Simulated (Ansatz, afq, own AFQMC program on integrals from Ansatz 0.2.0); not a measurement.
## Where AFQMC and coupled cluster stand for BP2H, singlet

```xyz
4

P     0.0000   -0.2584    1.0345
B     0.0000    1.2536    0.0000
P     0.0000   -0.2584   -1.0345
H     0.0000    2.4367    0.0000
```

Connectivity, by distances: P–BH–P, closed to a ring.

Basis cc-pVDZ. Only valence electrons are correlated. Integrals, coupled cluster, full CI and functionals: Ansatz 0.2.0; the random walks run on the same integrals in our own AFQMC program. The CISD trial takes its coefficients from CCSD amplitudes. Released means that phaseless walkers are propagated on without the constraint, phases kept. Error bars are statistical, one sigma.

Determinant: RHF, the one that the program's search chose, which needn't be the lowest solution. The geometry is a PBE0/def2-TZVP stationary point of this or a neighbouring charge and spin state.

No full CI on the walks' own integrals is used here; CCSDT(Q) serves as the reference and is uncertain by about the last step of the cluster series.

```
T1 diagnostic                               : 0.0136
weight of the determinant in the CISD state : 0.824
size of the correlated space                : 14 electrons in 44 orbitals
```

```tsv
level	correlation energy (eV)
MP2	-8.2472
CCSD	-8.9997
CCSD(T)	-9.4634
```

Problem. Estimate where AFQMC with the constraint released lies against CCSD(T) on the same integrals.

Solution. 6.0 ± 3.4 kJ/mol below CCSD(T). The gap is under twice the noise, so this walk alone can't tell the two apart.

Reference: CCSDT(Q), correlation energy -9.525 eV. The released energy is read at 2.40 1/Eh (meV from the phaseless value at times in 1/Eh: 2 ± 26 at 0.24, -4 ± 27 at 0.51, -42 ± 22 at 0.99, -45 ± 23 at 1.62, -49 ± 36 at 2.40).

```json
{"level": "CCSD(T)", "E − E(reference) (kJ/mol)": "6.0", "share of correlation (%)": "99.35"}
{"level": "CCSDT", "E − E(reference) (kJ/mol)": "4.3", "share of correlation (%)": "99.53"}
{"level": "ph-AFQMC/HF", "E − E(reference) (kJ/mol)": "0.2 ± 9.0", "share of correlation (%)": "99.98"}
{"level": "ph-AFQMC/CISD", "E − E(reference) (kJ/mol)": "4.7 ± 2.6", "share of correlation (%)": "99.49"}
{"level": "released AFQMC", "E − E(reference) (kJ/mol)": "0.0 ± 3.4", "share of correlation (%)": "100.00"}
```

A walk keeps the symmetry of its determinant, which the program's search chose and which needn't be the lowest solution, so a lower state of the same spin and another symmetry isn't excluded. Released energies are given only where the last usable release times agree within the noise; a slower fall can still hide under it.
